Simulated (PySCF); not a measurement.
**OH, step by step**

Wanted: a series of 17 runs (UPBE0-D4/def2-TZVP, UCCSD(T)/def2-SVP, USVWN5/def2-SVP, UPBE/def2-SVP, UBLYP/def2-SVP, U-revPBE/def2-SVP, UTPSS/def2-SVP, U-r2SCAN/def2-SVP, and more) of HO. The job is set up through a Python script.

The results are computed with PySCF 2.14.0.

### Step 1. The molecule

The species is OH (2 atoms), meant as a doublet with charge 0. The shape is cut from that of the parent molecule. The run starts from this shape.

Bond lengths: O1–H2 0.971 Å.

### Step 2. A structure relaxation at UPBE0-D4/def2-TZVP (density fitting with def2-universal-jkfit) (run 1)

Contents of input.py:

```python
from pyscf import gto, dft
from pyscf.geomopt.geometric_solver import kernel as optimise

mol = gto.M(
    atom='''
O   -0.458250   0.275411   1.463159
H   -1.315274   0.731392   1.432629
''',
    verbose=3,
    spin=1,
    basis='def2-tzvp',
    max_memory=1860,
)

calc0 = dft.UKS(mol)
calc0.xc = 'pbe0'
calc0 = calc0.density_fit(auxbasis='def2-universal-jkfit')
calc0.max_cycle = 100
calc0.grids.level = 4
calc0.disp = 'd4'
calc0.conv_tol = 1e-09
converged, mol_eq = optimise(calc0, maxsteps=80)
print('converged:', converged)
print(mol_eq.tostring())

calc0.reset(mol_eq)
mol = mol_eq
calc0.kernel()
e_final = calc0.e_tot
print('Final energy', e_final)
```

Launch:

```console
$ OMP_NUM_THREADS=1 python input.py
```

What it wrote:

```text
maxiter                   80
[... 16 lines left out ...]
> Convergence Criteria:
[... 14 lines left out ...]
WARN: Mole.unit (angstrom) is changed to Bohr
[... 3 lines left out ...]
converged SCF energy = -75.6856205574064  <S^2> = 0.75259318  2S+1 = 2.0025915
[... 14 lines left out ...]
converged SCF energy = -75.6856236698072  <S^2> = 0.75259931  2S+1 = 2.0025976
[... 23 lines left out ...]
Converged! =D
[... 1 line left out ...]
converged: True
O          -0.45741277        0.27504834        1.46307868
H          -1.31609410        0.73187038        1.43259497

WARN: HOMO -0.392234693442272 >= LUMO -0.392234693442269

converged SCF energy = -75.6856236804143  <S^2> = 0.75259974  2S+1 = 2.0025981
Final energy -75.68562368041428
```

It took 5.1 s on 1 thread of Arm Neoverse V2, shared host; peak memory 0.33 GiB.

Steps, from the record of the run:

| step | energy from the first frame kept (eV) | largest force (eV/Å) |
| --- | --- | --- |
| 0 | 0.0000 | 0.0916 |
| 1 | -0.0001 | 0.0041 |
| 2 | -0.0001 | 0.0002 |

After the run. Bond lengths: O1–H2 0.973 Å.

### Step 3. Fragment B of bond 2-1: the energy at UCCSD(T)/def2-SVP (run 2)

Contents of job.py:

```python
from pyscf import gto, cc

molecule = gto.Mole()
molecule.atom = '''
O     -0.864385     0.519765     2.764819
H     -2.487057     1.383034     2.707212
'''
molecule.spin = 1
molecule.unit = 'bohr'
molecule.basis = 'def2-svp'
molecule.max_memory = 1860
molecule.verbose = 3
molecule.build()

mf = molecule.UHF()
mf.conv_tol = 1e-10
mf.kernel()
if not mf.converged:
    mf = mf.newton().run(mf.mo_coeff, mf.mo_occ)

mycc = cc.CCSD(mf, frozen=1)
mycc.kernel()
e_t = mycc.ccsd_t()
e_final = mycc.e_tot + e_t
print('E = %.10f Eh' % e_final)
```

Launch:

```console
$ OMP_NUM_THREADS=1 python job.py
```

What it wrote:

```text
converged SCF energy = -75.3250035507964  <S^2> = 0.75485477  2S+1 = 2.0048489
E(UCCSD) = -75.48841666712865  E_corr = -0.163413116332223
UCCSD(T) correction = -0.00176127762122808
E = -75.4901779447 Eh
```

It took 0.74 s on 1 thread of Arm Neoverse V2, shared host; peak memory 0.12 GiB.

Runs 3 to 14 aren't shown in full; the table further down has their settings and results.

### Step 4. Fragment B of bond 2-1: a single-point energy at U-wB97X/def2-SVP (run 15)

Contents of calc.py:

```python
from pyscf import gto, dft

mol = gto.Mole()
mol.atom = '''
O     -0.864385     0.519765     2.764819
H     -2.487057     1.383034     2.707212
'''
mol.max_memory = 1860
mol.unit = 'bohr'
mol.spin = 1
mol.basis = 'def2-svp'
mol.verbose = 3
mol.build()

ks = dft.UKS(mol)
ks.xc = 'wb97x'
ks.conv_tol = 1e-10
ks.grids.level = 5
ks.kernel()
if not ks.converged:
    ks = ks.newton().run(ks.mo_coeff, ks.mo_occ)

e_final = ks.e_tot
print(f'total energy: {e_final:.8f} hartree')
```

Launch:

```console
$ OMP_NUM_THREADS=1 python calc.py
```

What it wrote:

```text
converged SCF energy = -75.646338041187  <S^2> = 0.75220626  2S+1 = 2.002205
total energy: -75.64633804 hartree
```

It took 1.6 s on 1 thread of Arm Neoverse V2, shared host; peak memory 0.18 GiB.

Run 16 isn't shown in full; the table further down has it.

### Step 5. Fragment B of bond 2-1: the energy at UB2PLYP/def2-SVP (run 17)

Contents of input.py:

```python
from pyscf import gto, dft, mp

molecule = gto.Mole()
molecule.atom = [
    ('O', (-0.457413, 0.275048, 1.463079)),
    ('H', (-1.316094, 0.731870, 1.432595)),
]
molecule.max_memory = 1860
molecule.basis = 'def2-svp'
molecule.spin = 1
molecule.verbose = 3
molecule.build()

calc0 = dft.UKS(molecule)
calc0.xc = '0.53*HF + 0.47*B88, 0.73*LYP'
calc0.conv_tol = 1e-10
calc0.grids.level = 5
calc0.kernel()
if not calc0.converged:
    calc0 = calc0.newton().run(calc0.mo_coeff, calc0.mo_occ)

pt = mp.MP2(calc0, frozen=1).run()
e_tot = calc0.e_tot + 0.27 * pt.e_corr
print('PT2 part  %.8f' % (0.27 * pt.e_corr))
print(f'total energy: {e_tot:.8f} hartree')
```

Launch:

```console
$ OMP_NUM_THREADS=1 python input.py
```

What it wrote:

```text
converged SCF energy = -75.5552854223228  <S^2> = 0.75273671  2S+1 = 2.0027348
E(UMP2) = -75.7312923995064  E_corr = -0.176006977183692
E(SCS-UMP2) = -75.7297648088484  E_corr = -0.174479386525654
PT2 part  -0.04752188
total energy: -75.60280731 hartree
```

It took 1.6 s on 1 thread of Arm Neoverse V2, shared host; peak memory 0.18 GiB.

### Step 6. The series

| run | level | task | integral approximation | energy (Eh) | dipole moment (D) of the reference | HOMO energy (eV) | LUMO energy (eV) | wall time |
| --- | --- | --- | --- | --- | --- | --- | --- | --- |
| 1 | UPBE0-D4/def2-TZVP (density fitting with def2-universal-jkfit) | optimise | def2-universal-jkfit | -75.685624 | 1.77 | -9.09 | -4.11 | 5.1 s |
| 2 | UCCSD(T)/def2-SVP | energy | none | -75.490178 | 1.86 | -13.73 | 3.65 | 0.74 s |
| 3 | USVWN5/def2-SVP | energy | none | -75.097255 | 1.74 | -6.44 | -6.38 | 1.3 s |
| 4 | UPBE/def2-SVP | energy | none | -75.581291 | 1.67 | -6.44 | -5.60 | 1.4 s |
| 5 | UBLYP/def2-SVP | energy | none | -75.650986 | 1.65 | -6.35 | -5.59 | 1.4 s |
| 6 | U-revPBE/def2-SVP | energy | none | -75.642766 | 1.65 | -6.42 | -5.44 | 1.4 s |
| 7 | UTPSS/def2-SVP | energy | none | -75.672849 | 1.67 | -6.70 | -5.17 | 2.5 s |
| 8 | U-r2SCAN/def2-SVP | energy | none | -75.629738 | 1.74 | -7.00 | -4.70 | 2.2 s |
| 9 | UM06-L/def2-SVP | energy | none | -75.659355 | 1.74 | -6.93 | -4.69 | 3.3 s |
| 10 | UPBE0/def2-SVP | energy | none | -75.587679 | 1.74 | -8.55 | -3.51 | 1.4 s |
| 11 | UB3LYP/def2-SVP | energy | none | -75.667378 | 1.72 | -8.21 | -4.14 | 1.6 s |
| 12 | UBHLYP/def2-SVP | energy | none | -75.637235 | 1.78 | -10.56 | -1.52 | 1.4 s |
| 13 | UM06-2X/def2-SVP | energy | none | -75.633248 | 1.76 | -10.45 | -1.85 | 4.5 s |
| 14 | UCAM-B3LYP/def2-SVP | energy | none | -75.640924 | 1.74 | -10.10 | -2.29 | 1.8 s |
| 15 | U-wB97X/def2-SVP | energy | none | -75.646338 | 1.75 | -11.20 | -1.05 | 1.6 s |
| 16 | U-wB97M-V/def2-SVP | energy | none | -75.638749 | 1.72 | -11.07 | -1.06 | 4.2 s |
| 17 | UB2PLYP/def2-SVP | energy | none | -75.602807 | 1.78 | -10.54 | -0.91 | 1.6 s |

### Step 7. Outcome

```
                                                                                quantity         value
                                            fragment B of bond 2-1, run 17: total energy  -75.60281 Eh
                                fragment B of bond 2-1, run 17: dipole moment (SCF part)        1.78 D
fragment B of bond 2-1, run 17: HOMO energy (SCF part's orbitals) (highest over α and β)     -10.54 eV
 fragment B of bond 2-1, run 17: LUMO energy (SCF part's orbitals) (lowest over α and β)      -0.91 eV
                                                    fragment B of bond 2-1, run 17: ⟨S²⟩         0.753
```

**Reading.** Over runs 3, 4, 5, 6, 7, 8, 9, 10, 11, 12, 13, 14, 15, 16, 17 the dipole moment (its size) runs from 1.65 D (U-revPBE/def2-SVP) to 1.78 D (UBHLYP/def2-SVP). Totals of different functionals can't be ranked against each other. All runs together took 38 s, the longest 5.1 s.
